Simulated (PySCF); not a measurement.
HC≡CCH2F, C3H3F.
SMILES: `C#CCF`

Method: TDDFT PBE0/def2-SVPD, vertical, gas phase, core orbitals frozen in the response (PySCF). Isolated species at its PBE0-D3(BJ)/def2-SVP geometry, gas phase.

Computed states:

```
state  E (eV)       f
   S1    6.07  0.0001
   S2    6.74  0.0048
   S3    7.13  0.0001
   S4    7.74   0.017
   S5    8.13   0.069
   S6    8.55   0.018
   S7    8.87  0.0020
   S8    8.90   0.089
   S9    9.11  0.0095
  S10    9.23   0.592
```

Broadening: Gaussians 0.5 eV wide at half height, area fixed by f = 4.319×10⁻⁹ ∫ε dν̃. The width is an assumption, not a result. The curve ends short of the highest state used, and states not computed would add to its high-energy end.

Question: Give the broadened spectrum and its maxima.

Answer: 
(E (eV), ε (L mol⁻¹ cm⁻¹)): (5.32, 0), (5.44, 0), (5.55, 0), (5.66, 1), (5.78, 3), (5.89, 5), (6.01, 7), (6.12, 10), (6.23, 19), (6.35, 49), (6.46, 107), (6.58, 192), (6.69, 251), (6.80, 251), (6.92, 187), (7.03, 113), (7.15, 66), (7.26, 89), (7.37, 209), (7.49, 492), (7.60, 895), (7.71, 1433), (7.83, 2227), (7.94, 3125), (8.06, 3913), (8.17, 3988), (8.28, 3423), (8.40, 2717), (8.51, 2696), (8.63, 3943)

Maxima: 184 nm (6.75 eV), ε about 260, made up of S2 (100%); 153 nm (8.13 eV), ε about 4000, made up of S5 (92%) (ε in L mol⁻¹ cm⁻¹; maxima over ε = 5, shares over 10%). At its high-energy end, 8.63 eV, the curve is still rising (ε about 3900, from S6, S8 and S10).

Question: Coming from long wavelengths, where does ε first pass 100 L mol⁻¹ cm⁻¹?

Answer: At about 192 nm (6.45 eV), 0.38 eV above S1.

Question: What would ε be at 8.13 eV, the highest of these maxima, with half the width (0.25 eV)?

Answer: About 7480 L mol⁻¹ cm⁻¹ against 4050, a factor of about 1.8; a lone state at its own centre would give exactly 2.

Question: On this curve, what absorbance would a 10⁻³ mol/L sample give at 193 nm over a 1 cm path?

Answer: 193 nm is 6.424 eV, where ε is about 85 L mol⁻¹ cm⁻¹, so A = ε c l ≈ 0.085 (Beer–Lambert, with the gas-phase spectrum and the assumed width).

All these states lie below the vertical ionisation energy of 10.69 eV (ΔSCF).
